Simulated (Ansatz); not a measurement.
**BSiH₃ (singlet): from Hartree-Fock to the top rungs, cc-pVTZ**

The task here is to estimate one member of a computed series from the others.

Computed with Ansatz 0.2.0, Gaussian basis. Level: cc-pVTZ, core rule «outside noble gas», up to 6 orbitals frozen.

Plan: UHF; CCSD(T) on RHF; CCSD(T) on UHF; BCCD(T) on RHF; CCSDT(Q) on RHF; CCSDT(Q) on UHF; CASSCF and NEVPT2, 10 electrons in 11 orbitals.

4 further runs of the same task are left out: 4 set aside as unsound or not needed.

**What is computed**

The geometry is a PBE0/def2-TZVP stationary point (not a proven minimum).

5 atoms, charge 0, spin multiplicity 1.

Atoms are counted from 1 here; the program's logs count them from 0.

Bond lengths: Si1–B2 2.129 Å, Si1–H3 1.491 Å, Si1–H4 1.491 Å, Si1–H5 1.491 Å. Angles: B2–Si1–H3 110.0°, B2–Si1–H4 110.0°, B2–Si1–H5 110.0°, H3–Si1–H4 109.0°, H3–Si1–H5 109.0°, H4–Si1–H5 109.0°.

The first run:

in.yaml reads:

```yaml
crystal:
  periodic: [false, false, false]
  atoms:
    - {symbol: Si, position_ang: [-0.512185, -0.004428, 0.000432]}
    - {symbol: B, position_ang: [1.616305, 0.013972, -0.001364]}
    - {symbol: H, position_ang: [-1.033635, 1.392915, 0.002926]}
    - {symbol: H, position_ang: [-1.014422, -0.711482, 1.213822]}
    - {symbol: H, position_ang: [-1.016501, -0.707925, -1.214162]}
basis:
  gaussian: {orbitals: cc-pVTZ}
magnetization: {spin_polarized: true, initial_magnetization: 0}
hamiltonian: {xc: hf}
output: {orbitals: {seedname: orbitals}}
```

Command:

```sh
$ ansatz run in.yaml --threads 1 --pin off --events-out ev --progress --plain --max-ram 4096MiB --backend cpu
```

Among the steps run: UHF; CCSD(T) on RHF; CCSD(T) on UHF; BCCD(T) on RHF; CCSDT(Q) on RHF; CCSDT(Q) on UHF; CASSCF and NEVPT2, 10 electrons in 11 orbitals.

One of the session's tables, all rows but one given; the rest of the session is left out.

It belongs to the step «Misses and costs». 

```
        method  from RCCSDT(Q) (kJ/mol)
           RHF                   +656.0
           UHF                   +624.8
          RMP2                        ?
          UMP2                   +159.9
         RCCSD                    +25.2
         UCCSD                    +26.6
      RCCSD(T)                     +4.6
      UCCSD(T)                     +5.4
       BCCD(T)                     +4.5
        RCCSDT                     +1.1
        UCCSDT                     +1.3
     RCCSDT(Q)                        0
     UCCSDT(Q)                      0.0
CASSCF valence                   +398.7
NEVPT2 valence                   +120.8
```

**Question.** Estimate the row for RMP2.

The run gave: from RCCSDT(Q) (kJ/mol): +148.8. In the column «from RCCSDT(Q) (kJ/mol)» it lies between NEVPT2 valence (+120.8) and UMP2 (+159.9).

With the free atoms at the same levels and basis (separate runs), the atomisation energy is 12.122 eV at RCCSDT(Q), 12.108 eV at RCCSD(T), 12.100 eV at UCCSD(T), 9.241 eV at RHF.

To keep in mind: The determinant is far from a pure spin state, so its energy mixes those of several spin states (harmless only where they are near-degenerate, as at dissociation). Restricted and unrestricted rows rest on different reference determinants; where their highest levels disagree by more than a few hundredths of an eV, they describe different states and don't form one ladder.
